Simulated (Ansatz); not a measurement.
# Relative stability

Two relaxed structures of C3H5 (charge -1), closed shell (PBE0-D4/def2-TZVPD; forces vanish, vibrations not checked).

A:

| atom | x (Å) | y (Å) | z (Å) |
| --- | --- | --- | --- |
| C1 | -0.7915 | -0.0887 | -1.2486 |
| C2 | -0.2700 | 0.5068 | -0.1687 |
| C3 | 0.5910 | -0.3859 | 0.6839 |
| H4 | -1.4373 | 0.4281 | -1.9643 |
| H5 | -0.6052 | -1.1608 | -1.4995 |
| H6 | 1.6090 | 0.0188 | 0.7786 |
| H7 | 0.6837 | -1.4367 | 0.3052 |
| H8 | 0.2074 | -0.4414 | 1.7129 |

B:

```xyz
8
angstrom
C -0.8787 -0.1729 -1.3479
C -0.2928 0.3723 -0.2710
C 0.5843 -0.4028 0.6816
H -1.4685 0.6034 -1.8824
H -0.3922 1.4390 0.0272
H 1.6074 0.0042 0.7415
H 0.6468 -1.4412 0.3385
H 0.1935 -0.4020 1.7126
```

Ansatz 0.2.0; basis: def2-TZVPPD; cores frozen in the correlated methods. B3LYP uses VWN-RPA correlation.

Which structure is lower at CCSD(T), and by how much? (To be estimated.)

Computed: A, by 3.5 kJ/mol (electronic energy, against the other); a gap this small isn't resolved in one triple-zeta basis. By their contacts, A is C₃H₅ ([CH2][C][CH3]), total charge -1 and B is C₃H₅ ([CH][CH][CH3]), total charge -1.

All methods give the same order:

```tsv
method	E(B) − E(A) (kJ/mol)
PBE-D4	6.8
r2SCAN-D4	6.4
PBE0-D4	5.3
B3LYP-D4	5.7
wB97M-V	4.0
HF	2.0
MP2	3.7
CCSD	2.6
CCSD(T)	3.5
```

No T1 diagnostic of these runs exceeds 0.019.

Labels in which every atom is bracketed show which atoms are joined, not bond orders.

For scale, one of the runs: CCSD(T)/def2-TZVPPD, 196 basis functions, launched by `ansatz run in.yaml --threads 2 --pin off --events-out ev --progress --plain --max-ram 4352MiB`. Time: 18 s of wall clock on 2 CPU threads of an Intel Xeon 6975P-C; the host was shared. Peak host memory: 2.5 GiB.
